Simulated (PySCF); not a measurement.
BS₂⁻ at several levels of theory

All levels use the PBE0 minimum (singlet; B–S 1.675 Å (×2); S–B–S 180.0°), basis [B def2-TZVPD, S def2-TZVPD], no relativity, density fitting, no spin–orbit coupling, PySCF. For vertical energies the ionised species is a doublet (spins chosen at PBE0 and kept). Open shells are unrestricted, also as the reference of the correlated levels. A dash marks a value that was not computed or is not defined at that level.

| level | vertical detachment energy (eV) | −ε(HOMO) (eV) | gap (eV) |
| --- | --- | --- | --- |
| PBE0 | 3.70 | 1.76 | 5.03 |
| HF | 2.88 | 4.18 | 8.22 |
| MP2 | 4.14 | – | – |
| PBE | 3.57 | 0.71 | 3.64 |
| CCSD(T) | 3.72 | – | – |
| r2SCAN | 3.65 | 0.93 | 4.34 |
| B3LYP | 3.68 | 1.53 | 4.61 |
| TPSSh | 3.61 | 1.17 | 4.31 |
| BP86 | 3.67 | 0.80 | 3.82 |
| M06-L | 3.58 | 0.82 | 3.98 |

For BS₂⁻ itself CCSD(T) correlates 16 electrons; T1 = 0.016, D1 = 0.041, (T) = -73 kJ/mol.

Task: Which levels differ least and most from CCSD(T) in the vertical detachment energy?

Result: Least: PBE0 (-0.02 eV); most: HF (-0.84 eV).

Spin contamination in at least one species weakens the values at: HF, MP2.

The lowest empty level of this anion is unbound, so it and the gap depend on the basis.
